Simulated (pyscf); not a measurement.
**Four-centre exchange: HC≡C–CH₃ (SMILES C#CC) + HF (SMILES F) → HC≡C–CH₃ (SMILES C#CC) + HF (SMILES F)**

Gas phase, singlet surface, charge 0. Bonds broken: C3–H7, F8–H9. Bonds formed: C3–H9, H7–F8. Structures and frequencies: ωB97X-D3(BJ)/def2-SVP in PySCF. Correlated levels are frozen-core, on RHF or UHF. ΔMP2 is the change of the MP2 total energy from the triple- to the quadruple-zeta basis.

Transition state (Å):

```xyz
9

C     -2.2682     0.3446     0.3834
C     -0.9735     0.1792    -0.2738
C      0.1092     0.0363    -0.8193
H     -2.3729    -0.4036     1.1848
H     -3.0934     0.1988    -0.3302
H     -2.3573     1.3446     0.8346
H      1.3238    -0.5287    -1.0142
F      2.1634    -0.2327    -1.8614
H      1.0717     0.3166    -1.7286
```

One imaginary mode, 2529i cm⁻¹; descent along it reached the two sides named, in the forms told below.

| bond | change | reactant side (Å) | saddle | product side |
|---|---|---|---|---|
| C3–H7 | breaks | 1.077 | 1.354 | 2.219 |
| F8–H9 | breaks | 0.932 | 1.229 | 3.7 |
| C3–H9 | forms | 2.250 | 1.353 | 1.077 |
| H7–F8 | forms | 3.8 | 1.229 | 0.933 |

Electronic energies relative to the separated reactants (eV):

```csv
level,barrier,reaction energy,reverse barrier
ωB97X-D3(BJ)/def2-TZVP,2.50,0.00,2.50
PBE/def2-TZVP,1.95,0.00,1.95
r²SCAN/def2-TZVP,2.16,0.00,2.16
B3LYP-D3(BJ)/def2-TZVP,2.36,0.00,2.36
PBE0-D3(BJ)/def2-TZVP,2.27,0.00,2.27
M06-2X/def2-TZVP,2.52,0.00,2.52
ωB97M-D3(BJ)/def2-TZVP,2.44,0.00,2.44
HF/def2-TZVP,3.50,0.00,3.50
MP2/def2-QZVPP,2.56,0.00,2.56
CCSD/def2-TZVPP,2.82,0.00,2.82
CCSD(T)/def2-TZVPP,2.64,0.00,2.64
CCSD(T)/def2-TZVPP + ΔMP2(QZVPP),2.65,0.00,2.65
```

With CCSD(T)/def2-TZVPP + ΔMP2(QZVPP) energies and thermal terms (ideal gas, 1 atm, RRHO with modes under 100 cm⁻¹ raised to 100, one conformer, R ln 2 for chiral ones without a mode under 150 cm⁻¹), in eV:

| T (K) | ΔH‡ | ΔG‡ | ΔH | ΔG |
|---|---|---|---|---|
| 298 | 2.49 | 2.82 | 0.00 | 0.00 |
| 600 | 2.49 | 3.15 | 0.00 | 0.00 |
| 900 | 2.50 | 3.47 | 0.00 | 0.00 |
| 1200 | 2.53 | 3.79 | 0.00 | 0.00 |

On the reactant side the descent ends in a complex, 0.27 eV under the separated species and 2.77 eV under the saddle at ωB97X-D3(BJ)/def2-TZVP. On the product side the descent ends in a complex, 0.28 eV under the separated species and 2.78 eV under the saddle at ωB97X-D3(BJ)/def2-TZVP. The same reactants have a lower exit, to H₂C=C=CH₂ + HF (barrier +1.97 eV at ωB97M-D3(BJ)/def2-TZVP, against +2.44 eV here). One saddle was located; it need not be the lowest between these sides. The CCSD(T) − MP2 part came from Ansatz, without density fitting, on the same reference.
